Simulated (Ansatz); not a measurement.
**C₂H₃O radical: geometry and frequencies at several levels**

An exercise on one series of results from a longer session: the logs are not shown, and one member is left open.

Method: the levels named in each step, in Ansatz 0.2.0.

## The system as given

Bond lengths: C1–O2 1.175 Å, C1–C3 1.497 Å, C3–H4 1.091 Å, C3–H5 1.093 Å, C3–H6 1.091 Å. Angles: O2–C1–C3 129.2°, C1–C3–H4 108.6°, C1–C3–H5 111.4°, C1–C3–H6 108.5°, H4–C3–H5 110.6°, H4–C3–H6 107.1°, H5–C3–H6 110.6°.

Coordinates:

```xyz
6

C    -0.1769   -0.1479    0.3068
O    -0.3492   -0.0822   -0.8541
C     1.0971   -0.3553    1.0649
H     1.2357    0.4841    1.7477
H     1.9522   -0.4475    0.3905
H     0.9936   -1.2524    1.6773
```

The first run:

The input, input.yaml:

```yaml
crystal:
  periodic: [false, false, false]
  atoms:
    - { symbol: C, position_ang: [-0.17690868, -0.14786686, 0.30682201] }
    - { symbol: O, position_ang: [-0.34917231, -0.08220731, -0.85408738] }
    - { symbol: C, position_ang: [1.09707643, -0.35534879, 1.06494428] }
    - { symbol: H, position_ang: [1.23569046, 0.48411803, 1.74772646] }
    - { symbol: H, position_ang: [1.95221221, -0.44752713, 0.39045386] }
    - { symbol: H, position_ang: [0.99355189, -1.25235792, 1.67727077] }
magnetization:
  spin_polarized: true
  initial_magnetization: 1
basis:
  gaussian: { orbitals: def2-TZVPP }
hamiltonian:
  xc: pbe0
  dispersion: d4
phonons: {}
```

Run with:

```bash
> ansatz run input.yaml --threads 2 --pin off --max-ram 5120MiB --backend cpu --events-out ev --progress --plain --runs-dir out
```

Among the steps run: Frequencies, PBE0-D4/def2-TZVPP; Relaxation, PBE-D4/def2-TZVPP; Frequencies, PBE-D4/def2-TZVPP; Relaxation, r2SCAN-D4/def2-TZVPP; Frequencies, r2SCAN-D4/def2-TZVPP; Relaxation, B3LYP-D4/def2-TZVPP; Frequencies, B3LYP-D4/def2-TZVPP; Relaxation, B2PLYP/def2-TZVPP.

One of the session's tables, all rows but one given; the rest of the session is left out.

It belongs to the step «Geometries side by side». 

| level | C1–O2 (Å) | C1–C3 (Å) | dipole (D) |
| --- | --- | --- | --- |
| PBE-D4/def2-TZVPP | ? | ? | ? |
| r2SCAN-D4/def2-TZVPP | 1.1813 | 1.5002 | 2.58 |
| B3LYP-D4/def2-TZVPP | 1.1781 | 1.5066 | 2.55 |
| B2PLYP/def2-TZVPP | 1.1826 | 1.5075 | 2.49 |

**Question.** Estimate the row for PBE-D4/def2-TZVPP.

As computed: C1–O2 (Å): 1.1896; C1–C3 (Å): 1.5043; dipole (D): 2.47. In the column «C1–O2 (Å)» it is the highest.
